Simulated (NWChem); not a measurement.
Molecule: fluorine (F$_{2}$); SMILES FF

Results from NWChem. Medium grid unless said otherwise, to which SCAN and Minnesota functionals are sensitive. Structure relaxed at the PBE0/def2-SVP level.

Task: Predict the results for r2SCAN/def2-TZVPD. Quantities: highest occupied level (eV); orbital gap (eV).

Result: 
```json
{
 "highest occupied level (eV)": "-9.83",
 "orbital gap (eV)": "5.01"
}
```
